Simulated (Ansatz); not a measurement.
Below is the output of a Python script on Ansatz's Python interface that makes harmonic frequencies at the relaxed geometry of Na2. Write a script that gives it. Level of theory (for the species named): CAM-B3LYP, 6-31G* basis, multiplicity 1.

```yaml
atoms:
  - { symbol: Na, position_ang: [0.0000, 0.0000, 0.0000] }
  - { symbol: Na, position_ang: [0.0000, 0.0000, 3.1500] }
```

```console
$ python freq_na2.py
bond        before    after (A)
Na0-Na1      3.1500   2.9989
mode  1     168.5 1/cm    20.89 meV
imaginary modes: 0  zero-point energy: 0.0104 eV
T (K)   F_vib (eV)   S_vib (meV/K)   C_vib (meV/K)
 200.0      0.0044        0.0747          0.0764
 300.0     -0.0048        0.1069          0.0816
 400.0     -0.0167        0.1306          0.0836
 500.0     -0.0308        0.1494          0.0845
 600.0     -0.0465        0.1649          0.0850
```

The script that was run (others could print the same):

`freq_na2.py`
```python
"""Vibrations of Na2."""

import warnings

import ansatz as az
import numpy as np

params = {
    "basis_set": "6-31G*",
    "functional": "CAM-B3LYP",
}

GEOMETRY = """
Na    0.00000    0.00000    0.00000
Na    0.00000    0.00000    3.15000
"""


def main() -> None:
    warnings.simplefilter("ignore", az.DeckWarning)

    system = az.Crystal.molecule()
    for line in GEOMETRY.strip().splitlines():
        symbol, *xyz = line.split()
        system = system.atom(symbol, [float(v) for v in xyz])

    job = system.calculation().basis(gaussian=params["basis_set"]).functional(params["functional"])
    symbols = [site.symbol for site in system.cartesian_sites]
    start = np.array([site.position_ang for site in system.cartesian_sites], dtype=float)
    r = job.relax(force_tolerance=0.003).run(threads=1).report
    end = np.array(r["positions_ang"])

    print("bond        before    after (A)")
    for i, j in [(0, 1)]:
        d0, d1 = (np.linalg.norm(xyz[i] - xyz[j]) for xyz in (start, end))
        print(f"{symbols[i]}{i}-{symbols[j]}{j}".ljust(10), f"{d0:8.4f} {d1:8.4f}")

    # frequencies need a stationary point, so they are taken at the relaxed geometry
    minimum = az.Crystal.molecule()
    for symbol, xyz in zip(symbols, end):
        minimum = minimum.atom(symbol, xyz.tolist())
    vibrating = (
        minimum.calculation()
        .basis(gaussian=params["basis_set"])
        .functional(params["functional"])
        .phonons(temperatures=(200, 600, 100))
    )
    vib = vibrating.run(threads=1).report["vibrations"]
    sums = vib["harmonic_sums"]
    modes = [m["omega_inv_cm"] for m in sums["modes_at_gamma"] if m["rigid_motion"] == "no"]
    for number, w in enumerate(modes, start=1):
        print(f"mode {number:2d} {w:9.1f} 1/cm {w / 8065.544 * 1000:8.2f} meV")
    print("imaginary modes:", sum(w < 0 for w in modes), " zero-point energy:", round(sums["zero_point_energy_ev"], 4), "eV")
    print("T (K)   F_vib (eV)   S_vib (meV/K)   C_vib (meV/K)")
    for row in zip(sums["temperatures_k"], sums["vibrational_free_energy_ev"], vib["entropy_ev_per_k"], vib["heat_capacity_ev_per_k"]):
        print(f"{row[0]:6.1f} {row[1]:11.4f} {1000 * row[2]:13.4f} {1000 * row[3]:15.4f}")


if __name__ == "__main__":
    main()
```

What to keep in mind:
- The frequencies are harmonic and unscaled, in a modest basis. The result belongs to the one conformer reached from this start, and soft torsions count as harmonic oscillators.
- The spin state was assumed, and another may lie lower.
- It ran for 9.1 s on 1 thread of Arm Neoverse V2, with other jobs on the host, peak memory 0.17 GiB.

(A comment or docstring line of the script was reworded after the run, the code is as it ran; lines on the test bed's own set-up are left out of the output.)
